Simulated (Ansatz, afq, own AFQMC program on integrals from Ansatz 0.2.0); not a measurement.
## Atomization energy of CO, triplet

```tsv
atom	x (Å)	y (Å)	z (Å)
O	0.0000	0.0000	0.0000
C	0.0000	0.0000	1.1955
```

Atoms in their ground-state spins without spin–orbit coupling (mostly on UHF) minus the molecule (ROHF), without zero-point energy. The geometry is a stationary point, not shown to be a minimum.

Basis cc-pVTZ. Only valence electrons are correlated. Ansatz 0.2.0 and our own AFQMC program on the same integrals; the CISD trial comes from CCSD amplitudes, and released means the phaseless constraint is let go. Uncertainties: one standard error, sampling alone. The errors of all members are added in quadrature.

No full CI on the walks' own integrals is used here; CCSDT(Q) serves as the reference and is uncertain by about the last step of the cluster series. Each member takes its own surest rung, up to full CI.

Errors are counted within cc-pVTZ, not against nature.

Cautions: CO (triplet): another spin lies lower, a spin-contaminated unrestricted determinant lies lower (UHF 314 meV lower, ⟨S²⟩ 2.19), released walk and highest rung disagree (by 15 meV at 1.62 1/Eh, later times being noisier), its ph-AFQMC/CISD value lies 45 ± 5 meV above CCSDT(Q).

Reference (CCSDT(Q)): 470.6 kJ/mol.

| level | atomization energy (kJ/mol) | error against CCSDT(Q) (kJ/mol) |
| --- | --- | --- |
| HF | 196.2 | -274.4 |
| MP2 | 519.7 | 49.1 |
| CCSD | 439.1 | -31.5 |
| CCSD(T) | 468.9 | -1.7 |
| CCSDT | 468.5 | -2.1 |
| ph-AFQMC/HF | 475.7 ± 3.3 | 5.1 ± 3.3 |
| ph-AFQMC/CISD | 467.4 ± 0.5 | -3.2 ± 0.5 |
| released AFQMC | 469.2 ± 0.5 | -1.5 ± 0.5 |

Correlation beyond CCSD(T) adds 1.7 kJ/mol. The perturbative (T) step is worth +29.8 kJ/mol.

A walk keeps the symmetry of its determinant, which the program's search chose and which needn't be the lowest solution, so a lower state of the same spin and another symmetry isn't excluded. Released energies are given only where the last usable release times agree within the noise; a slower fall can still hide under it.
